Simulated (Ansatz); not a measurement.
**CHOP: geometry and frequencies at several levels**

An exercise on one series of results from a longer session: the logs are not shown, and one member is left open.

Computed with Ansatz 0.2.0 (the levels named in each step, unless a step's input says otherwise).

## The starting structure

Bond lengths: O1–C2 1.158 Å, C2–P3 1.640 Å, P3–H4 1.393 Å. Angles: O1–C2–P3 174.4°, C2–P3–H4 90.1°.

As a file:

```xyz
4

O     1.6465   -0.4595    0.2162
C     0.5291   -0.1771    0.1018
P    -1.0078    0.3235   -0.1777
H    -1.4703   -0.5363    0.8155
```

Set-up of the first run:

Contents of input.yaml:

```yaml
crystal:
  periodic: [false, false, false]
  atoms:
    - { symbol: O, position_ang: [1.63066021, -0.47491261, 0.23571005] }
    - { symbol: C, position_ang: [0.5322325, -0.17071991, 0.09374155] }
    - { symbol: P, position_ang: [-1.03347397, 0.34922009, -0.20061908] }
    - { symbol: H, position_ang: [-1.43190874, -0.55301757, 0.82692747] }
basis:
  gaussian: { orbitals: def2-TZVPP }
hamiltonian:
  xc: pbe0
  dispersion: d4
phonons: {}
```

Command:

```console
$ ansatz run input.yaml --threads 2 --pin off --max-ram 5120MiB --backend cpu --events-out ev --progress --plain --runs-dir out
```

Steps of the session up to this table: Frequencies, PBE0-D4/def2-TZVPP; Relaxation, PBE-D4/def2-TZVPP; Frequencies, PBE-D4/def2-TZVPP; Relaxation, r2SCAN-D4/def2-TZVPP; Frequencies, r2SCAN-D4/def2-TZVPP; Relaxation, B3LYP-D4/def2-TZVPP; Frequencies, B3LYP-D4/def2-TZVPP; Relaxation, B2PLYP/def2-TZVPP; Frequencies, B2PLYP/def2-TZVPP.

One of the session's tables, all rows but one given; the rest of the session is left out.

| level | O1–C2 (Å) | C2–P3 (Å) | dipole (D) | highest frequency (cm⁻¹) |
| --- | --- | --- | --- | --- |
| PBE0-D4/def2-TZVPP | 1.1486 | 1.6758 | 0.79 | 2390 |
| PBE-D4/def2-TZVPP | ? | ? | ? | ? |
| r2SCAN-D4/def2-TZVPP | 1.1552 | 1.6743 | 0.83 | 2373 |
| B3LYP-D4/def2-TZVPP | 1.1515 | 1.6818 | 0.82 | 2366 |
| B2PLYP/def2-TZVPP | 1.1563 | 1.6830 | 0.75 | 2405 |

Estimate the missing values for PBE-D4/def2-TZVPP.

**Answer.** O1–C2 (Å): 1.1652; C2–P3 (Å): 1.6830; dipole (D): 0.84; highest frequency (cm⁻¹): 2309. In the column «O1–C2 (Å)» it is the highest.
